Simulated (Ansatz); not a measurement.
This geometry of BClH₄S (7 atoms, charge 0, multiplicity 1) is a first-order saddle point.

The calculation used RKS B3LYP/def2-SVP in Ansatz 0.2.0.

```xyz
7
Properties=species:S:1:pos:R:3
B -0.108 -0.243 0.070
H -0.323 0.035 1.323
H 0.947 0.268 -0.194
Cl -1.590 0.141 -0.876
S 0.322 -2.245 0.210
H -0.962 -2.674 0.260
H -0.104 -1.034 1.239
```

Problem. Which two structures does it join? (They come from a converged band through this point; their orientation in space is the band's.)

Solution. Bonds broken: B1–H2, S5–H7. Bonds formed: H2–H7. BClH4S becomes BClH2S + H2.

Image 0:

```xyz
7
Properties=species:S:1:pos:R:3
B -0.012 0.035 0.088
H 0.237 0.617 1.117
H 0.848 0.000 -0.761
Cl -1.720 0.233 -0.533
S 0.171 -1.957 0.803
H -0.386 -2.633 -0.231
H -0.956 -2.046 1.550
```

Image 8:

```xyz
7
Properties=species:S:1:pos:R:3
B -0.011 -0.480 -0.954
H -0.381 -0.221 3.356
H 0.907 0.288 -1.037
Cl -1.603 0.015 -1.515
S 0.339 -2.087 -0.252
H -0.908 -2.611 -0.337
H -0.162 -0.656 2.771
```

Problem. How far does it lie above each of them?

Solution. 0.90 eV above the first and 1.31 eV above the second. This is the barrier of this one path; another mechanism may lie lower. The orbitals stay closed-shell, which can raise the energy where a bond breaks towards radicals; this wasn't checked here.

Time of the run: 3.9 min on 1 thread of Arm Neoverse V1 (shared host), peak memory 0.13 GiB.
